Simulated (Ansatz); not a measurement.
# C₄H₄F₂: one species, many methods

Aim: compute C₄H₄F₂ with functionals from several rungs and with coupled cluster. The yardstick is the atomisation energy at the CCSD(T) limit.

The runs use Ansatz 0.2.0, Gaussian basis; functionals in def2-TZVPP, the program's frozen cores in correlated methods.

Plan: PBE-D4, r2SCAN-D4, PBE0-D4, B3LYP-D4, ωB97X-V, ωB97M-V, B2PLYP; CCSD(T)/def2-TZVPP; MP2/def2-QZVPP; extrapolation to the limit.

### 1 The relaxed structure

All runs share one geometry, relaxed beforehand with PBE0-D4 in a triple-zeta def2 set.

SMILES `C=C(F)/C=C\F`, 10 atoms, charge 0, spin multiplicity 1.

Atoms are counted from 1 here; the program's logs count them from 0.

Bond lengths: C1–C2 1.329 Å, C1–H7 1.080 Å, C1–H8 1.081 Å, C2–F3 1.339 Å, C2–C4 1.446 Å, C4–C5 1.329 Å, C4–H9 1.083 Å, C5–F6 1.327 Å, C5–H10 1.084 Å. Angles: C2–C1–H7 120.0°, C2–C1–H8 120.8°, H7–C1–H8 119.2°, C1–C2–F3 119.4°, C1–C2–C4 125.3°, F3–C2–C4 115.3°, C2–C4–C5 128.6°, C2–C4–H9 115.8°, C5–C4–H9 115.7°, C4–C5–F6 124.4°, C4–C5–H10 123.2°, F6–C5–H10 112.4°.

### 2 PBE-D4 (GGA)

in.yaml reads:

```yaml
crystal:
  periodic: [false, false, false]
  atoms:
    - {symbol: C, position_ang: [-0.299093, -1.740384, 0.634118]}
    - {symbol: C, position_ang: [-0.021353, -0.441831, 0.592982]}
    - {symbol: F, position_ang: [0.300857, 0.196852, 1.724456]}
    - {symbol: C, position_ang: [-0.033391, 0.378754, -0.597473]}
    - {symbol: C, position_ang: [0.232781, 1.675298, -0.712321]}
    - {symbol: F, position_ang: [0.569499, 2.464455, 0.299658]}
    - {symbol: H, position_ang: [-0.560422, -2.265931, -0.272898]}
    - {symbol: H, position_ang: [-0.267263, -2.283891, 1.568097]}
    - {symbol: H, position_ang: [-0.293518, -0.129956, -1.517249]}
    - {symbol: H, position_ang: [0.197202, 2.207136, -1.656071]}
basis:
  gaussian: {orbitals: def2-TZVPP}
hamiltonian: {xc: pbe, dispersion: d4}
output: {forces: true, orbitals: {seedname: orbitals}}
```

Launch:

```bash
$ ansatz run in.yaml --threads 4 --pin off --events-out ev --progress --plain --max-ram 10444MiB
```

The log of the run (excerpt; [...] marks lines left out):

```text
Functional definition: PBE
  name "PBE"
  cite "Perdew, Burke & Ernzerhof, Phys. Rev. Lett. 77, 3865 (1996) doi:10.1103/PhysRevLett.77.3865"
  parent pbe
[...]
1268 factors; their error is unknown
[...]
mean field -9638.91595740 eV, -354.2236279427 hartree, gradient 3.4e-5 eV, S^2 0.000000; 0 other end points of the search recorded, 0 dependent functions left out
[...]
reference -9638.91599344 eV, -354.2236292668 hartree; 23, 23 occupied and 219, 219 virtual orbitals, 1268 factors
Total energy: -9639.09671792 eV, -354.2302707692 hartree
Atom 0 at    -0.299093    -1.740384     0.634118 Å, force    -0.111206    -0.526803     0.023200 eV/Å
Atom 1 at    -0.021353    -0.441831     0.592982 Å, force    -0.025645     0.272499    -0.529921 eV/Å
Atom 2 at     0.300857     0.196852     1.724456 Å, force     0.185719     0.358665     0.662919 eV/Å
Atom 3 at    -0.033391     0.378754    -0.597473 Å, force    -0.090829    -0.511443     0.135017 eV/Å
Atom 4 at     0.232781     1.675298    -0.712321 Å, force    -0.025890     0.183896    -0.409993 eV/Å
Atom 5 at     0.569499     2.464455     0.299658 Å, force     0.190630     0.463192     0.551386 eV/Å
Atom 6 at    -0.560422    -2.265931    -0.272898 Å, force    -0.056303    -0.125794    -0.179058 eV/Å
Atom 7 at    -0.267263    -2.283891     1.568097 Å, force     0.000380    -0.130792     0.183640 eV/Å
Atom 8 at    -0.293518    -0.129956    -1.517249 Å, force    -0.058559    -0.117015    -0.203745 eV/Å
Atom 9 at     0.197202     2.207136    -1.656071 Å, force    -0.008296     0.133593    -0.233445 eV/Å
Dipole moment:    -0.103627    -0.153785    -0.433862 e Å
```

Wall time 1.1 s (4 threads of Intel Xeon 6975P-C, shared host).

With the free atoms at this level, -9592.574 eV in sum, the atomisation energy is 4488.8 kJ/mol. HOMO -5.83 eV, LUMO -1.93 eV.

### 3 r2SCAN-D4 (meta-GGA)

Changes to in.yaml since step 2:

```diff
@@ -15,3 +15,3 @@
   gaussian: {orbitals: def2-TZVPP}
-hamiltonian: {xc: pbe, dispersion: d4}
+hamiltonian: {xc: r2scan, dispersion: d4}
 output: {forces: true, orbitals: {seedname: orbitals}}
```

Launched as before.

The log of the run (excerpt; [...] marks lines left out):

```text
Functional definition: r2SCAN
  name "r2SCAN"
  cite "Furness, Kaplan, Ning, Perdew & Sun, J. Phys. Chem. Lett. 11, 8208 (2020) doi:10.1021/acs.jpclett.0c02405"
  cite "Furness, Kaplan, Ning, Perdew & Sun, J. Phys. Chem. Lett. 11, 9248 (2020) doi:10.1021/acs.jpclett.0c03077"
  parent r2scan
[...]
1268 factors; their error is unknown
[...]
mean field -9644.75818628 eV, -354.4383258938 hartree, gradient 2.5e-5 eV, S^2 0.000000; 0 other end points of the search recorded, 0 dependent functions left out
[...]
reference -9644.75819629 eV, -354.4383262616 hartree; 23, 23 occupied and 219, 219 virtual orbitals, 1268 factors
Total energy: -9644.80385060 eV, -354.4400040267 hartree
Atom 0 at    -0.299093    -1.740384     0.634118 Å, force    -0.065665    -0.335376     0.045236 eV/Å
Atom 1 at    -0.021353    -0.441831     0.592982 Å, force    -0.042377     0.108919    -0.411815 eV/Å
Atom 2 at     0.300857     0.196852     1.724456 Å, force     0.093141     0.204242     0.297990 eV/Å
Atom 3 at    -0.033391     0.378754    -0.597473 Å, force    -0.049310    -0.299352     0.103878 eV/Å
Atom 4 at     0.232781     1.675298    -0.712321 Å, force    -0.034425     0.089153    -0.333909 eV/Å
Atom 5 at     0.569499     2.464455     0.299658 Å, force     0.083925     0.177067     0.279754 eV/Å
Atom 6 at    -0.560422    -2.265931    -0.272898 Å, force     0.007588     0.019009     0.020441 eV/Å
Atom 7 at    -0.267263    -2.283891     1.568097 Å, force    -0.000926     0.013242    -0.019477 eV/Å
Atom 8 at    -0.293518    -0.129956    -1.517249 Å, force     0.001767     0.002037     0.008046 eV/Å
Atom 9 at     0.197202     2.207136    -1.656071 Å, force     0.006283     0.021059     0.009856 eV/Å
Dipole moment:    -0.108967    -0.161888    -0.455977 e Å
```

Wall time 1.9 s (4 threads of Intel Xeon 6975P-C, shared host).

With the free atoms at this level, -9599.814 eV in sum, the atomisation energy is 4340.9 kJ/mol. HOMO -6.02 eV, LUMO -1.79 eV.

### 4 PBE0-D4 (hybrid)

Changes to in.yaml since step 3:

```diff
@@ -15,3 +15,3 @@
   gaussian: {orbitals: def2-TZVPP}
-hamiltonian: {xc: r2scan, dispersion: d4}
-output: {forces: true, orbitals: {seedname: orbitals}}
+hamiltonian: {xc: pbe0, dispersion: d4}
+output: {orbitals: {seedname: orbitals}}
```

The command is unchanged.

The log of the run:

```text
Functional definition: PBE0
  name "PBE0"
  cite "Adamo & Barone, J. Chem. Phys. 110, 6158 (1999) doi:10.1063/1.478522"
  cite "Perdew, Burke & Ernzerhof, Phys. Rev. Lett. 77, 3865 (1996) doi:10.1103/PhysRevLett.77.3865"
  parent pbe
  parameter a = 0.25
  parameter kappa = 0.804
  parameter beta = 0.06672455060314922
  exchange = (1 - a)*pbe_x(kappa = kappa, mu = beta*pi^2/3) + a*exact_x
  correlation = pbe_c(beta = beta)
1268 factors; their error is unknown
mean field evaluation 1: about -9632.3603 eV, gradient 5.5e1 eV
mean field evaluation 2: about -9630.3842 eV, gradient 5.8e1 eV
mean field evaluation 4: about -9639.1250 eV, gradient 3.0e0 eV
mean field evaluation 8: about -9639.1659 eV, gradient 5.3e-1 eV
mean field evaluation 16: about -9639.1663 eV, gradient 5.1e-5 eV
mean field -9639.16629408 eV, -354.2328276457 hartree, gradient 5.1e-5 eV, S^2 0.000000; 0 other end points of the search recorded, 0 dependent functions left out
reference -9639.16632052 eV, -354.2328286174 hartree; 23, 23 occupied and 219, 219 virtual orbitals, 1268 factors
Total energy: -9639.31703336 eV, -354.2383672124 hartree
```

It took 1.2 s on 4 threads of Intel Xeon 6975P-C, shared host.

With the free atoms at this level, -9594.136 eV in sum, the atomisation energy is 4359.3 kJ/mol. HOMO -6.92 eV, LUMO -1.04 eV.

### 5 B3LYP-D4 (hybrid)

B3LYP here takes the VWN-RPA correlation.

Changes to in.yaml since step 4:

```diff
@@ -15,3 +15,3 @@
   gaussian: {orbitals: def2-TZVPP}
-hamiltonian: {xc: pbe0, dispersion: d4}
-output: {orbitals: {seedname: orbitals}}
+hamiltonian: {xc: {name: B3LYP}, dispersion: d4}
+output: {forces: true, orbitals: {seedname: orbitals}}
```

Launched as before.

The log of the run (excerpt; [...] marks lines left out):

```text
Functional definition: B3LYP
  name "B3LYP"
  cite "Stephens, Devlin, Chabalowski & Frisch, J. Phys. Chem. 98, 11623 (1994) doi:10.1021/j100096a001"
  cite "Becke, Phys. Rev. A 38, 3098 (1988) doi:10.1103/PhysRevA.38.3098"
  cite "Lee, Yang & Parr, Phys. Rev. B 37, 785 (1988) doi:10.1103/PhysRevB.37.785"
  cite "Vosko, Wilk & Nusair, Can. J. Phys. 58, 1200 (1980) doi:10.1139/p80-159"
[...]
1268 factors; their error is unknown
[...]
mean field -9649.67257183 eV, -354.6189262318 hartree, gradient 1.8e-5 eV, S^2 0.000000; 0 other end points of the search recorded, 0 dependent functions left out
[...]
reference -9649.67281363 eV, -354.6189351177 hartree; 23, 23 occupied and 219, 219 virtual orbitals, 1268 factors
Total energy: -9649.96148468 eV, -354.6295435833 hartree
Atom 0 at    -0.299093    -1.740384     0.634118 Å, force    -0.033907    -0.173926     0.022468 eV/Å
Atom 1 at    -0.021353    -0.441831     0.592982 Å, force    -0.085385    -0.161367    -0.311219 eV/Å
Atom 2 at     0.300857     0.196852     1.724456 Å, force     0.106050     0.204495     0.377971 eV/Å
Atom 3 at    -0.033391     0.378754    -0.597473 Å, force    -0.035713    -0.064982    -0.130886 eV/Å
Atom 4 at     0.232781     1.675298    -0.712321 Å, force    -0.089075    -0.098817    -0.416903 eV/Å
Atom 5 at     0.569499     2.464455     0.299658 Å, force     0.109003     0.258296     0.324581 eV/Å
Atom 6 at    -0.560422    -2.265931    -0.272898 Å, force     0.016212     0.019604     0.073228 eV/Å
Atom 7 at    -0.267263    -2.283891     1.568097 Å, force    -0.007440     0.022767    -0.072639 eV/Å
Atom 8 at    -0.293518    -0.129956    -1.517249 Å, force     0.016098     0.028852     0.060512 eV/Å
Atom 9 at     0.197202     2.207136    -1.656071 Å, force     0.004156    -0.034921     0.072887 eV/Å
Dipole moment:    -0.118068    -0.189715    -0.474549 e Å
```

It took 2 s on 4 threads of Intel Xeon 6975P-C, shared host; peak memory 0.63 GiB.

Atomisation energy: 4313.0 kJ/mol (free atoms -9605.261 eV, run apart). HOMO -6.73 eV, LUMO -1.27 eV.

### 6 ωB97X-V (range-separated)

Changes to in.yaml since step 5:

```diff
@@ -15,3 +15,3 @@
   gaussian: {orbitals: def2-TZVPP}
-hamiltonian: {xc: {name: B3LYP}, dispersion: d4}
-output: {forces: true, orbitals: {seedname: orbitals}}
+hamiltonian: {xc: {name: wB97X-V}}
+output: {orbitals: {seedname: orbitals}}
```

Same command.

The log of the run (excerpt; [...] marks lines left out):

```text
Functional definition: wB97X-V
  name "wB97X-V"
  cite "Mardirossian & Head-Gordon, Phys. Chem. Chem. Phys. 16, 9904 (2014) doi:10.1039/C3CP54374A"
  cite "Becke, J. Chem. Phys. 107, 8554 (1997) doi:10.1063/1.475007"
  cite "Vydrov & Van Voorhis, J. Chem. Phys. 133, 244103 (2010) doi:10.1063/1.3521275"
[...]
      + integral(e_c_pw_opposite_spin*poly(b97_u_opposite, cos0, cos1)) + vv10(b, c)
1268 factors; their error is unknown
294 factors; integrals over basis functions are off by at most 1.0e-5 eV
[...]
mean field -9646.32927754 eV, -354.4960624327 hartree, gradient 1.7e-5 eV, S^2 0.000000; 0 other end points of the search recorded, 0 dependent functions left out
reference -9646.32927581 eV, -354.4960623691 hartree; 23, 23 occupied and 219, 219 virtual orbitals, 1268 factors
Total energy: -9646.32927581 eV, -354.4960623691 hartree
```

Wall time 3 s (4 threads of Intel Xeon 6975P-C, shared host); peak memory 0.66 GiB.

Atomisation energy: 4304.3 kJ/mol (free atoms -9601.718 eV, run apart). HOMO -9.11 eV, LUMO 1.13 eV.

### 7 ωB97M-V (range-separated)

Changes to in.yaml since step 6:

```diff
@@ -15,3 +15,3 @@
   gaussian: {orbitals: def2-TZVPP}
-hamiltonian: {xc: {name: wB97X-V}}
-output: {orbitals: {seedname: orbitals}}
+hamiltonian: {xc: {name: wB97M-V}}
+output: {forces: true, orbitals: {seedname: orbitals}}
```

Launched as before.

The log of the run (excerpt; [...] marks lines left out):

```text
Functional definition: wB97M-V
  name "wB97M-V"
  cite "Mardirossian & Head-Gordon, J. Chem. Phys. 144, 214110 (2016) doi:10.1063/1.4952647"
  cite "Becke, J. Chem. Phys. 107, 8554 (1997) doi:10.1063/1.475007"
  cite "Vydrov & Van Voorhis, J. Chem. Phys. 133, 244103 (2010) doi:10.1063/1.3521275"
  # Of w^i u^j: cxij and so on, Table III.
[...]
  gx(w, u) = 1 - cx + cx01*u + cx10*w
  gss(w, u) = css00 + css04*u^4 + css10*w + css20*w^2 + css43*w^4*u^3
  gos(w, u) = cos00 + cos10*w + (cos20 + cos21*u)*w^2 + (cos60 + cos61*u)*w^6
[...]
      + integral(e_c_pw_mod_opposite_spin*gos(b97_w_opposite, b97_u_opposite)) + vv10(b, c)
1268 factors; their error is unknown
294 factors; integrals over basis functions are off by at most 1.0e-5 eV
[...]
Atom 0 at    -0.299093    -1.740384     0.634118 Å, force     0.022268     0.107146    -0.011226 eV/Å
Atom 1 at    -0.021353    -0.441831     0.592982 Å, force    -0.111574    -0.571607     0.083615 eV/Å
Atom 2 at     0.300857     0.196852     1.724456 Å, force     0.075424     0.170337     0.234425 eV/Å
Atom 3 at    -0.033391     0.378754    -0.597473 Å, force     0.010351     0.352781    -0.413564 eV/Å
Atom 4 at     0.232781     1.675298    -0.712321 Å, force    -0.120572    -0.331050    -0.296421 eV/Å
Atom 5 at     0.569499     2.464455     0.299658 Å, force     0.079325     0.171575     0.258753 eV/Å
Atom 6 at    -0.560422    -2.265931    -0.272898 Å, force     0.020475     0.050284     0.057986 eV/Å
Atom 7 at    -0.267263    -2.283891     1.568097 Å, force     0.001922     0.057484    -0.061567 eV/Å
Atom 8 at    -0.293518    -0.129956    -1.517249 Å, force     0.019892     0.041627     0.066825 eV/Å
Atom 9 at     0.197202     2.207136    -1.656071 Å, force     0.002490    -0.048579     0.081175 eV/Å
Dipole moment:    -0.115574    -0.176900    -0.476515 e Å
```

Wall time 4 s (4 threads of Intel Xeon 6975P-C, shared host); peak memory 0.8 GiB.

With the free atoms at this level, -9601.607 eV in sum, the atomisation energy is 4318.2 kJ/mol. HOMO -9.03 eV, LUMO 1.05 eV.

### 8 B2PLYP (double hybrid)

Changes to in.yaml since step 7:

```diff
@@ -15,3 +15,2 @@
   gaussian: {orbitals: def2-TZVPP}
-hamiltonian: {xc: {name: wB97M-V}}
-output: {forces: true, orbitals: {seedname: orbitals}}
+hamiltonian: {xc: {name: B2PLYP}}
```

The command is unchanged.

The log of the run (excerpt; [...] marks lines left out):

```text
Functional definition: B2PLYP
  name "B2PLYP"
  cite "Grimme, J. Chem. Phys. 124, 034108 (2006) doi:10.1063/1.2148954"
  cite "Becke, Phys. Rev. A 38, 3098 (1988) doi:10.1103/PhysRevA.38.3098"
  cite "Lee, Yang & Parr, Phys. Rev. B 37, 785 (1988) doi:10.1103/PhysRevB.37.785"
[...]
1510 factors; integrals over basis functions are off by at most 1.0e-3 eV
[...]
mean field -9632.87167689 eV, -354.0015047306 hartree, gradient 3.0e-6 eV, S^2 0.000000; 0 other end points of the search recorded, 0 dependent functions left out
6 core orbitals not correlated: weight in the atoms' cores, before any rotation towards them, 1.000 or more for the frozen orbitals, at most 0.000 for the correlated occupied ones
reference -9632.87182915 eV, -354.0015103262 hartree; 17, 17 occupied and 219, 219 virtual orbitals, 1510 factors
second order -36.85483054 eV of doubles, -0.00000000 eV of singles
Total energy: -9642.82263339 eV, -354.3671956373 hartree
```

Wall time 2.8 s (4 threads of Intel Xeon 6975P-C, shared host); peak memory 0.63 GiB.

With the free atoms at this level, -9598.537 eV in sum, the atomisation energy is 4272.9 kJ/mol.

### 9 Frontier levels by functional

Dipoles come from the runs that computed forces. Levels are read from the orbital files that the runs wrote:

```tsv
functional	HOMO (eV)	LUMO (eV)	gap (eV)	dipole (D)
PBE-D4	-5.83	-1.93	3.89	2.27
r2SCAN-D4	-6.02	-1.79	4.22	2.38
PBE0-D4	-6.92	-1.04	5.88	
B3LYP-D4	-6.73	-1.27	5.46	2.52
ωB97X-V	-9.11	1.13	10.25	
ωB97M-V	-9.03	1.05	10.08	2.50
```

### 10 CCSD(T) in def2-TZVPP

Changes to in.yaml since step 8:

```diff
@@ -15,2 +15,2 @@
   gaussian: {orbitals: def2-TZVPP}
-hamiltonian: {xc: {name: B2PLYP}}
+correlation: {method: ccsd_t}
```

The command is unchanged.

The log of the run (excerpt; [...] marks lines left out):

```text
Functional definition: HF
  name "HF"
  cite "Fock, Z. Phys. 61, 126 (1930) doi:10.1007/BF01340294"
  parent pbe
[...]
1510 factors; integrals over basis functions are off by at most 1.0e-3 eV
[...]
mean field -9599.36432330 eV, -352.7701321984 hartree, gradient 2.8e-6 eV, S^2 0.000000; 0 other end points of the search recorded, 0 dependent functions left out; unrestricted orbitals would lower it
6 core orbitals not correlated: weight in the atoms' cores, before any rotation towards them, 1.000 or more for the frozen orbitals, at most 0.000 for the correlated occupied ones
reference -9599.36432330 eV, -352.7701321984 hartree; 17, 17 occupied and 219, 219 virtual orbitals, 1510 factors
second order -30.60219227 eV of doubles, -0.00000000 eV of singles
cycle   1  -30.47011773 eV  change    1.3e-1 eV  update   1.2e-1
[...]
cycle  10  -31.32755190 eV  change   -2.5e-5 eV  update   1.5e-5
perturbative correction -1.27484049 eV, -0.0468495237 hartree
Total energy: -9631.96671568 eV, -353.9682480197 hartree
```

It took 39 s on 4 threads of Intel Xeon 6975P-C, shared host; peak memory 5.8 GiB.

### 11 MP2 in def2-QZVPP

Changes to in.yaml since step 10:

```diff
@@ -14,3 +14,3 @@
 basis:
-  gaussian: {orbitals: def2-TZVPP}
-correlation: {method: ccsd_t}
+  gaussian: {orbitals: "def2-QZVPP.json"}
+correlation: {method: mp2}
```

Same command.

The log of the run:

```text
Functional definition: HF
  name "HF"
  cite "Fock, Z. Phys. 61, 126 (1930) doi:10.1007/BF01340294"
  parent pbe
  exchange = exact_x
  correlation = 0
2825 factors; integrals over basis functions are off by at most 1.1e-3 eV
mean field evaluation 1: about -9595.9379 eV, gradient 3.9e1 eV
mean field evaluation 2: about -9596.1168 eV, gradient 3.9e1 eV
mean field evaluation 4: about -9599.7142 eV, gradient 4.2e0 eV
mean field evaluation 8: about -9599.7804 eV, gradient 4.1e-1 eV
mean field -9599.78156022 eV, -352.7854653723 hartree, gradient 4.1e-6 eV, S^2 0.000000; 0 other end points of the search recorded, 0 dependent functions left out; unrestricted orbitals would lower it
mean field evaluation 16: about -9599.7348 eV, gradient 3.3e0 eV
6 core orbitals not correlated: weight in the atoms' cores, before any rotation towards them, 1.000 or more for the frozen orbitals, at most 0.000 for the correlated occupied ones
reference -9599.78156022 eV, -352.7854653723 hartree; 17, 17 occupied and 439, 439 virtual orbitals, 2825 factors
second order -33.02319268 eV of doubles, -0.00000000 eV of singles
Total energy: -9632.80475290 eV, -353.9990453196 hartree
```

Wall time 12 s (4 threads of Intel Xeon 6975P-C, shared host); peak memory 2.7 GiB.

Energy pieces by basis (eV):

```tsv
basis	HF	MP2 correlation	CCSD correlation	(T)	total
def2-TZVPP	-9599.3643	-30.6022	-31.3276	-1.2748	-9631.9667
def2-QZVPP	-9599.7816	-33.0232			-9632.8048 (MP2)
```

The report of the def2-TZVPP run gives T1 = 0.0125.

### 12 The basis-set limit

This step is arithmetic on the last runs, with X = 3 and 4: exp(−7.88√X) for Hartree-Fock, X^−2.97 for correlation; only MP2 was run in the larger set, so CCSD(T) minus MP2 is added from the smaller one.

```tsv
level	energy at the limit (eV)
HF	-9599.8390
MP2	-9634.6556
CCSD	-9635.3809
CCSD(T)	-9636.6558
```

### 13 Atomisation energies

Atomisation energy = energies of 4 C, 2 F, 4 H (separate runs, same level) minus the molecule's; electronic only, no spin-orbit term.

Differences are taken before rounding.

```tsv
method	rung	atomisation energy (kJ/mol)	from CCSD(T)/CBS (kJ/mol)	time
PBE-D4	GGA	4488.8	+195.1	1.1 s
r2SCAN-D4	meta-GGA	4340.9	+47.2	1.9 s
PBE0-D4	hybrid	4359.3	+65.6	1.2 s
B3LYP-D4	hybrid	4313.0	+19.3	2 s
ωB97X-V	range-separated	4304.3	+10.7	3 s
ωB97M-V	range-separated	4318.2	+24.5	4 s
B2PLYP	double hybrid	4272.9	-20.8	2.8 s
HF/def2-TZVPP	wavefunction	3091.2	-1202.5	
MP2/def2-TZVPP	wavefunction	4311.0	+17.3	
CCSD/def2-TZVPP	wavefunction	4103.4	-190.2	
CCSD(T)/def2-TZVPP	wavefunction	4187.1	-106.6	39 s
MP2/CBS	wavefunction	4417.6	+123.9	
CCSD(T)/CBS	wavefunction	4293.7	0	51 s
```

Among the levels timed on like hardware and quicker than the yardstick, those that no quicker one beats, quickest first: PBE-D4 (1.1 s, +195.1 kJ/mol); PBE0-D4 (1.2 s, +65.6 kJ/mol); r2SCAN-D4 (1.9 s, +47.2 kJ/mol); B3LYP-D4 (2 s, +19.3 kJ/mol); ωB97X-V (3 s, +10.7 kJ/mol).

B2PLYP carry no dispersion term (for B3LYP, D4 adds 27.9 kJ/mol).

Times are those of the molecule's run; HF, MP2 and CCSD come out of the CCSD(T) runs, and the limit's time is the sum of the runs that it needs.

### 14 Summary of results

```
                               quantity                                 value
        atomisation energy, CCSD(T)/CBS                         4293.7 kJ/mol
 functionals within 21.5 kJ/mol (0.5 %)             B3LYP-D4, ωB97X-V, B2PLYP
                               farthest                PBE-D4 (+195.1 kJ/mol)
             mean size of error, hybrid                           42.5 kJ/mol
    mean size of error, range-separated                           17.6 kJ/mol
              gap, smallest and largest  3.89 eV (PBE-D4), 10.25 eV (ωB97X-V)
                          T1 diagnostic                                0.0125
triples share of the correlation energy                                 3.9 %
```

PBE-D4 misses by +195.1 kJ/mol. Double hybrids carry the basis error of their MP2 part in triple zeta, and no dispersion term here, so their miss is partly the set-up's. Misses under about 21.5 kJ/mol are within the doubt on the reference itself, which lacks core-valence correlation, relativity and higher excitations. Hartree-Fock recovers 72 % of the binding; the rest is correlation. The gap grows from 3.9 to 10.2 eV across the functionals, mostly with the share of exact exchange. The restricted reference is unstable towards a spin-broken one.

ωB97X-V reaches 10.7 kJ/mol from the reference in 3 s, where CCSD(T)/CBS took 51 s; the quickest level in the cost chart, PBE-D4, takes 1.1 s and misses by 195.1 kJ/mol.
